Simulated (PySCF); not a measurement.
## Structure from 2D NMR

Compound of formula C5H8O. Correlations simulated from computed shifts and couplings:

HSQC (one-bond C–H):
| δH | δC | ¹J(C,H) (Hz) |
| --- | --- | --- |
| 2.71 | 80.5 | 272 |
| 1.38 | 32.0 | 136 |

HMBC (two and three bonds, |J| ≥ 2.5 Hz):
| δH | δC [abs. J in Hz] |
| --- | --- |
| 2.71 | 91.2 [49.9], 58.5 [3.4] |
| 1.38 | 91.2 [4.9], 58.5 [3.6], 32.0 [4.5] |

Carbons without hydrogens: δ 91.2, 58.5.

Isolated molecule, non-relativistic Hamiltonian, one averaged value for each set of equivalent atoms, a single conformation. Structure optimised with PBE0-D3(BJ)/def2-SVP; shielding tensors at HF/pcSseg-2 (GIAO); couplings computed with B3LYP/pcJ-1 (without the spin–dipole term); PySCF 2.14.0 with density-fitted response routines.

Scale: ¹H, ¹³C against TMS (reference shieldings calculated alike).

Exchangeable hydrogens are left out of these lists, and C,H couplings along chains are those of one rotamer, so weak HMBC peaks may be missing or extra.

Q: Assemble the structure.

A: 2-methyl-3-butyn-2-ol (SMILES C#CC(C)(C)O).

Atoms are numbered as in `[CH:1]#[C:2][C:3]([CH3:4])([CH3:5])[OH:6]` (H(Xn): hydrogen on atom n).

δC 91.2 is C2, an alkyne carbon. δC 80.5 is C1, a terminal alkyne carbon (δH 2.71). δC 58.5 is C3, a propargylic fully substituted sp3 carbon bonded to O. δC 32.0 is C4/C5, a methyl carbon (δH 1.38). HMBC from δH 2.71 reaches the proton-free carbons C2, C3. HMBC from δH 1.38 reaches the proton-free carbons C2, C3.

The data come from this structure; uniqueness wasn't tested.

OH/NH shifts are gas-phase values; hydrogen bonding in solution moves them, usually downfield. Shifts are as computed, not scaled to solution data. Of 1211 compounds with measured shifts, 218 miss one by over three times the rms of a fit or turn the order of signals round; such compounds aren't used in these exercises.
